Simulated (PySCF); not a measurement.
**AlB: from the state search to spectroscopic constants**

One table from this session's results is given with a row withheld; the runs are named, their logs left out.

Method: Al aug-pcseg-1, B aug-pcseg-1, no relativity; program: PySCF 2.14.0.

The first run:

A driver script around PySCF takes these settings:

```yaml
atoms: Al, B
charge: 0
basis: Al aug-pcseg-1, B aug-pcseg-1
Hamiltonian: no relativity
basis_functions: 50
electrons_treated: 18
masses_in_u: 26.9815, 11.0093
levels: PBE0, PBE, r²SCAN, M06, TPSS, r²SCAN0, HF, MP2, SCS-MP2, CCSD, CCSD(T)
grid: 80 radial by 434 angular points
occupations: held fixed by the projection of orbital angular momentum
dissociation_limit: Al + B, each in its ground configuration
starting_distance_in_angstrom: 2.010
values_of_2S_to_try: 0, 2
```

Started as:

```bash
$ OMP_NUM_THREADS=1 python dia.py task.json out
```

Steps of the session up to this table: Input; The PBE0 curve of the state that the search chose; Excited determinants; PBE (GGA); r²SCAN (meta-GGA); M06 (hybrid meta-GGA); TPSS (meta-GGA); r²SCAN0 (hybrid meta-GGA); ROHF; MP2 and coupled cluster.

One of the session's tables, all rows but one given; the rest of the session is left out.

```
       level  Re (Å)  ωe (cm⁻¹)  De (eV)
        ROHF   2.087        556     0.76
    ROHF-MP2   2.050        602     1.58
ROHF-SCS-MP2   2.050        601     1.34
   ROHF-CCSD   2.053        599     1.52
ROHF-CCSD(T)   2.049        604     1.72
         PBE   2.048        601     2.34
        TPSS   2.038        613     2.18
      r²SCAN   2.017        642     2.37
        PBE0   2.026        621     2.09
     r²SCAN0       ?          ?        ?
         M06   2.031        612     1.99
```

**Question.** Estimate the row for r²SCAN0.

**Answer.** Re (Å): 2.006; ωe (cm⁻¹): 654; De (eV): 2.15. In the column «Re (Å)» it is the lowest.

De is counted to Al + B in their ground configurations.
